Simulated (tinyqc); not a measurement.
Inside a calculation. Method: Hueckel theory of the pi electrons with the omega technique, for the molecule C=C (SMILES; centres numbered as the heavy atoms are written). One step of it, computed by the program tinyqc.

Question. Orbitals, round 1. Diagonalise; E = alpha + x beta with beta < 0, so the largest x are filled first; degenerate levels share their electrons. P = sum n_i c_ri c_si; each orbital has its largest coefficient positive (the first on a tie).

Hueckel matrix in units of beta (H = alpha + beta A), order 1C, 2C:
```
[[0.000000, 1.000000],
 [1.000000, 0.000000]]
```

pi electrons, sum of z_r less the charge = 2

Give: x values; occupations; coefficients; charge and bond-order matrix P.

Answer.

x values: [1.0000, -1.0000]

occupations: [2.0000, 0.0000]

coefficients, order 1C, 2C:
```
[[0.7071, 0.7071],
 [0.7071, -0.7071]]
```

charge and bond-order matrix P, order 1C, 2C:
```
[[1.0000, 1.0000],
 [1.0000, 1.0000]]
```
